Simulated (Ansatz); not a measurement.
Geometry optimisation, Ansatz, RKS PBE0/def2-SVP.

Input file:

```yaml
crystal:
  periodic: [false, false, false]
  atoms:
    - { symbol: Si, position_ang: [0.260503, 0.057838, -0.10721] }
    - { symbol: F, position_ang: [0.125962, -0.105494, 1.493835] }
    - { symbol: H, position_ang: [1.711141, -0.044995, -0.438881] }
    - { symbol: H, position_ang: [-0.247435, 1.387528, -0.529565] }
    - { symbol: H, position_ang: [-0.464337, -1.063853, -0.764119] }
    - { symbol: S, position_ang: [-2.939743, 0.153374, 0.932748] }
    - { symbol: H, position_ang: [-3.070336, -1.160287, 0.639636] }
    - { symbol: H, position_ang: [-1.963555, -0.096911, 1.874055] }
basis:
  gaussian: { orbitals: def2-SVP }
hamiltonian:
  xc: pbe0
relax:
  f_tol: 0.03
  max_steps: 50
output:
  orbitals: {}
```

Launched with:

```bash
$ ansatz run input.yaml --threads 1 --pin off --max-ram 2048MiB --backend cpu --events-out ev --progress --plain --runs-dir out
```

Question: Where does it end, and by what steps?

Answer: The run converged. The force dipped under the threshold on the way, but the program's further checks kept it going. After 7 steps the energy has fallen by 0.054 eV; H7 moved furthest, 0.27 Å.

```csv
step,energy less start (eV),largest force component (eV/Å),accepted
0,0.0000,0.812,yes
1,-0.0445,0.331,yes
2,-0.0503,0.148,yes
3,-0.0521,0.027,yes
4,-0.0528,0.040,yes
5,-0.0536,0.094,yes
6,-0.0540,0.036,yes
7,-0.0541,0.004,yes
```

```xyz
8
Properties=species:S:1:pos:R:3
Si 0.367 0.058 -0.161
F 0.167 -0.180 1.443
H 1.831 -0.013 -0.429
H -0.158 1.401 -0.521
H -0.337 -1.025 -0.898
S -3.146 0.113 1.000
H -3.231 -1.224 0.841
H -2.082 -0.002 1.825
```

Whether the end is a true minimum wasn't checked by a vibrational analysis.

Time of the run: 35 s on 1 thread of Arm Neoverse N1, on a shared host, peak memory 0.14 GiB.
